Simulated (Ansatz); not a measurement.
Ideal-gas functions of CH5O+ (`C[OH2+]`) at 800 K and 1 bar, from an Ansatz frequency run at PBE0-D4/def2-TZVP.

Molar mass 33.05 g/mol, point group Cs (symmetry number 1), electronic degeneracy 1, moments of inertia 4.825, 23.539, 24.537 u Å². Harmonic wavenumbers (cm⁻¹, unscaled): 250, 702, 857, 943, 1174, 1292, 1465, 1473, 1479, 1682, 3104, 3230, 3236, 3676, 3753.

Use S(trans) = R[1.5 ln M + 2.5 ln T − 1.1517]; rotational temperatures θ = 24.2544 K / I; S(rot) = R[ln(√π/σ · √(T³/θAθBθC)) + 1.5]; for each mode x = 1.438777 ν̃/T, S = R[x/(eˣ − 1) − ln(1 − e⁻ˣ)] and H = RT x/(eˣ − 1); 1 cm⁻¹ = 0.0119627 kJ/mol; R = 8.31446 J/(mol·K).

Problem. By hand: the entropy, in J/(mol·K).

Solution. Translation 173.0. Rotation: θ = 5.0268, 1.0304, 0.9885 K, giving 93.8. Vibration, mode by mode: 15.03, 6.91, 5.49, 4.85, 3.49, 2.95, 2.31, 2.29, 2.27, 1.70, 0.21, 0.17, 0.17, 0.09, 0.08, in all 48.0. Electronic 0.0. Sum 314.8 J/(mol·K).

Problem. By hand: H − E and G − E in kJ/mol, counted from the electronic energy.

Solution. Zero-point energy ½ × 28316 × 0.0119627 = 169.4; thermal vibration 23.1; translation, rotation and pV give 4 RT = 26.6. H − E = 219.1 kJ/mol, and G − E = 219.1 − 800 × 314.8/1000 = -32.7 kJ/mol.

Vibration gives 15 % of the entropy.
